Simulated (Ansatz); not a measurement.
Reaction: C3H5F ((Z)-1-fluoroprop-1-ene, SMILES C/C=C\F) → CH3 (SMILES [CH3], doublet) + C2H2F (SMILES [H]/[C]=C/F, doublet) (the C-C bond breaks)
Each species at its own B3LYP-D3(BJ)/def2-TZVP minimum (Ansatz, a program for electronic structure).

Total energies in hartree (Ansatz). UHF or UKS for unpaired electrons; spin-orbit terms are left out. Cores are frozen in correlated methods. No relativity. The UHF reference of C2H2F ([H]/[C]=C/F, doublet) is spin-contaminated (<S^2> up to 0.18 over the pure value in the sets run).

```csv
species,HF/cc-pVTZ,CCSD(T)/cc-pVTZ,HF/cc-pVQZ,CCSD(T)/cc-pVQZ,CCSD(T)/cc-pVDZ,CCSDT(Q)/cc-pVDZ
1: C3H5F (SMILES C(=C/F)/C),-216.00543,-216.81395,-216.02134,-216.88051,-216.58954,-216.59182
"2: CH3 (SMILES [CH3], doublet)",-39.57748,-39.76098,-39.58026,-39.77245,-39.71583,-39.71634
"3: C2H2F (SMILES [C](/[H])=C\F, doublet)",-176.30333,-176.87773,-176.31690,-176.93147,-176.70070,-176.70310
```

Task: Work out the bond dissociation energy (electronic) in kcal/mol: take Hartree-Fock from cc-pVQZ, extrapolate the CCSD(T) correlation energy as X^-3 (X = 3, 4), and add CCSDT(Q) - CCSD(T) in cc-pVDZ. 1 hartree = 627.51 kcal/mol.

Result: 
Species 1: correlation (64·(-0.85917) - 27·(-0.80852))/37 = -0.89613; step -0.00228; E1 = -216.02134 + (-0.89613) + (-0.00228) = -216.91975
Species 2: correlation (64·(-0.19219) - 27·(-0.18350))/37 = -0.19853; step -0.00051; E2 = -39.58026 + (-0.19853) + (-0.00051) = -39.77930
Species 3: correlation (64·(-0.61457) - 27·(-0.57440))/37 = -0.64388; step -0.00240; E3 = -176.31690 + (-0.64388) + (-0.00240) = -176.96318
-1·E1 +1·E2 +1·E3 = 0.17727 hartree = 111.2 kcal/mol.
